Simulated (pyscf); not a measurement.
This saddle point was located with ωB97X-D3(BJ)/def2-SVP in PySCF.

```xyz
18

F     -1.6338     0.0182     2.7278
Si    -0.9634     0.4966     1.2983
Si     0.2109    -1.3076     0.2578
Si    -2.6607     1.2251    -0.1294
Si     0.5308     2.2426     1.7088
H      0.6338    -0.4871    -0.9240
H      1.2010    -1.5560     1.3513
H     -0.9495    -2.2395     0.1073
H     -2.0128     1.7041    -1.3888
H     -3.5904     0.1065    -0.4665
H     -3.4454     2.3479     0.4639
H      1.6663     1.7829     2.5624
H     -0.1357     3.4033     2.3699
H      1.0745     2.6880     0.3892
C      1.3516    -2.9670    -0.8011
H      1.2332    -3.8242    -0.1285
H      2.3732    -2.5758    -0.8689
H      0.8337    -3.0641    -1.7621
```
Charge 0, spin multiplicity 2.

Surface: doublet, charge 0. Lowest wavenumbers (cm⁻¹): 497i, 48, 55, 74, 87.

Question: Which two sides does it connect, and which bonds change?

Answer: `[F][Si]([SiH3])([SiH3])[SiH3]` + `[CH3]` [doublet] <-> `[F][Si]([SiH3])[SiH3]` [doublet] + `[CH3][SiH3]`, a substitution at Si read from left to right: Si–Si broken and C–Si formed. At ωB97M-D3(BJ)/def2-TZVP it lies +6.4 kcal/mol from the left side and +25.6 kcal/mol from the right (each side as separated species at their lowest minima found). This is the saddle that the search found; another between the same sides may lie lower. The angle at the attacked Si is 178°.
